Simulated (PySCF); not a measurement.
Cartesian coordinates in Å; atom numbers follow the order of the lines, from 1:
```xyz
14

C     1.403   -0.297    0.215
C     0.014   -0.155   -0.404
C    -1.012   -1.028    0.314
C    -0.436    1.304   -0.356
F    -0.405    1.792    0.909
F     0.392    2.096   -1.083
H     1.743   -1.326    0.137
H     2.114    0.345   -0.299
H     1.375   -0.016    1.266
H     0.057   -0.430   -1.463
H    -1.990   -0.947   -0.156
H    -0.700   -2.068    0.284
H    -1.099   -0.723    1.354
H    -1.457    1.453   -0.741
```

No solvent, single conformer, non-relativistic, rapidly exchanging positions averaged. GFN2-xTB structure; shielding tensors at PBE0/pcSseg-1 (GIAO); PySCF 2.14.0 with density-fitted response routines.

Shifts are taken against calculated references (same method and geometry level): TMS for $^{13}$C (σref 186.93), $^{1}$H (σref 31.72); $^{19}$F (σref 170.95) vs CFCl3.

```
               atoms   nucleus  count  δ (ppm)
                 H10   $^{1}$H      1     1.80
               C1/C3  $^{13}$C      2     16.2
               F5/F6  $^{19}$F      2        ?
                  C4  $^{13}$C      1    124.8
H7/H8/H9/H11/H12/H13   $^{1}$H      6     1.08
                 H14   $^{1}$H      1        ?
                  C2  $^{13}$C      1     37.5
```

Fill in the missing shifts.

Answers


- H14: 6.05 ppm, hydrogen on an sp3 CH bonded to 2 F; its carbon carries F, hence the downfield position
- F5/F6: -150.5 ppm, fluorine of a CF2 group

Shifts are as computed. Against solution values, carbons near 30 ppm lie about +3 ppm off and those near 130 ppm about +5 ppm. Of 1211 compounds with measured shifts, 218 miss one by over three times the rms of a fit or turn the order of signals round; such compounds aren't used in these exercises. Unscaled 19F shifts against computed CFCl3 carry errors that often reach 10 to 50 ppm.
